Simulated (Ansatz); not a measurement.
**Cu₃AsS₄ (Pmn2₁, No. 31)**

Method: PBEsol in Ansatz (PAW).

Settings: plane-wave cutoff 520 eV, 6×6×6 k mesh, Fermi–Dirac smearing 0.01 eV, no spin polarisation, scalar-relativistic PAW data made under PBE.

Cell (relaxed at this level):

```
Cu3AsS4
1.0
    6.08047     0.00000     0.00000
    0.00000     6.35663     0.00000
    0.00000     0.00000     7.32547
Cu As S
6 2 8
Direct
  0.50411   0.83973   0.00000
  0.00411   0.16027   0.50000
  0.00897   0.67185   0.24935
  0.50897   0.32815   0.25065
  0.00897   0.67185   0.75065
  0.50897   0.32815   0.74935
  0.00241   0.16956   0.00000
  0.50241   0.83044   0.50000
  0.37436   0.17234   0.00000
  0.87436   0.82766   0.50000
  0.87491   0.83720   0.00000
  0.37491   0.16280   0.50000
  0.37799   0.66061   0.24764
  0.87799   0.33939   0.25236
  0.37799   0.66061   0.75236
  0.87799   0.33939   0.74764
```

| Property | Result |
|---|---|
| bulk modulus | 85.8 GPa |
| pressure derivative B′ of the bulk modulus | 4.8 |

Note: the gap of the solid is closed in this run; this level leaves the solid without a gap, although one is measured; the bulk modulus comes from volumes at which shape and atoms were relaxed.

Ansatz is an electronic-structure program.
